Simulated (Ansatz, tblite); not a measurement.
# The cluster Co3W+: rung by rung

Aim: run the septet of the cluster Co3W+ at one geometry on many levels, and compare frontier levels, spin and run time.

Method: as each input shows; program: Ansatz 0.2.0, Gaussian basis.

Levels to be run: GFN1-xTB, GFN2-xTB, PBE-D4/def2-TZVP, r2SCAN-D4/def2-TZVP, LDA/def2-TZVP, CAM-B3LYP-D4/def2-TZVP, LC-ωPBE(0.10)/def2-SVP, LC-ωPBE(0.15)/def2-SVP, LC-ωPBE(0.20)/def2-SVP, LC-ωPBE(0.30)/def2-SVP, PBE-D4/def2-SVP, PBE0-D4/def2-SVP, MP2/def2-TZVP, RPA/def2-TZVP.

7 further runs of the same task are left out: 1 for a known fault of the program, 4 that didn't finish, 2 set aside as unsound or not needed. Runs told in other sessions of the task aren't counted.

## 1. The relaxed structure

The septet was relaxed beforehand with PBE-D4/def2-SVP. At that level it is the lowest of the isomers that a small search found.

4 atoms, charge 1, spin multiplicity 7.

Bond lengths: Co1–Co3 2.178 Å, Co1–W4 2.155 Å, Co2–Co3 2.180 Å, Co2–W4 2.153 Å, Co3–W4 2.685 Å. Angles: Co3–Co1–W4 76.6°, Co3–Co2–W4 76.6°, Co1–Co3–Co2 100.7°, Co1–Co3–W4 51.3°, Co2–Co3–W4 51.2°, Co1–W4–Co2 102.4°, Co1–W4–Co3 52.1°, Co2–W4–Co3 52.2°.

W takes a core potential in the def2 sets. No spin-orbit coupling is included. The ion is computed in the gas phase, without counter-ions or solvent.

PBE0-D4/def2-TZVP was run before; its log isn't repeated, and its numbers join the tables.

## 2. GFN1-xTB

Tight binding, by tblite at 300 K electronic temperature and without a spin-polarisation term:

```python
tblite.interface.Calculator('GFN1-xTB', numbers, positions, charge=1, uhf=6).singlepoint()
```

Energy -322.1865 eV; 0.007 s.

## 3. GFN2-xTB

Tight binding, by tblite at 300 K electronic temperature and without a spin-polarisation term:

```python
tblite.interface.Calculator('GFN2-xTB', numbers, positions, charge=1, uhf=6).singlepoint()
```

Energy -348.7073 eV; 0.011 s.

## 4. PBE-D4/def2-TZVP

start.molden holds the orbitals of an earlier run on this state, given as this run's starting guess.

in.yaml reads:

```yaml
crystal:
  periodic: [false, false, false]
  atoms:
    - {symbol: Co, position_ang: [-1.421421, -0.005859, -0.902738]}
    - {symbol: Co, position_ang: [1.346804, 0.257134, 0.977028]}
    - {symbol: Co, position_ang: [0.727025, 0.287442, -1.112388]}
    - {symbol: W, position_ang: [-0.652398, -0.538716, 1.038098]}
basis:
  gaussian: {orbitals: def2-TZVP, initial_orbitals: start.molden}
total_charge: 1
magnetization: {spin_polarized: true, initial_magnetization: 6}
hamiltonian: {xc: pbe, dispersion: d4}
scf: {omitted_lower_state_checks: [starts]}
output: {orbitals: {seedname: orbitals}}
```

On the command line:

```console
ansatz run in.yaml --threads 4 --pin off --events-out ev --progress --plain --max-ram 4787MiB
```

Further steps of the session: r2SCAN-D4/def2-TZVP; LDA/def2-TZVP; CAM-B3LYP-D4/def2-TZVP; LC-ωPBE(0.10)/def2-SVP; LC-ωPBE(0.15)/def2-SVP; LC-ωPBE(0.20)/def2-SVP; LC-ωPBE(0.30)/def2-SVP; PBE-D4/def2-SVP; PBE0-D4/def2-SVP; MP2/def2-TZVP; RPA/def2-TZVP.

**Question.** What will the summary of the whole plan be? Wanted: gap in def2-TZVP, named functionals, smallest and largest; correlation energy, MP2/def2-TZVP; ⟨S²⟩ in def2-TZVP, named functionals, smallest and largest; PBE0 total energy, smallest basis above largest.

As calculated:

```
                                                  quantity                                     value
 gap in def2-TZVP, named functionals, smallest and largest  0.25 eV (PBE-D4), 4.58 eV (CAM-B3LYP-D4)
                         correlation energy, MP2/def2-TZVP                                 -51.25 eV
⟨S²⟩ in def2-TZVP, named functionals, smallest and largest                            12.074, 13.502
           PBE0 total energy, smallest basis above largest            16.24 eV (def2-SVP, def2-TZVP)
```

Over the named functionals in def2-TZVP the gap runs from 0.25 eV (PBE-D4) to 4.58 eV (CAM-B3LYP-D4); exact exchange widens it. LDA leaves an empty level below a filled one, so this occupation isn't an aufbau state there; left out of the range. Over the named functionals in def2-TZVP spin contamination reaches 1.50 (PBE0-D4), so some levels may describe another state.
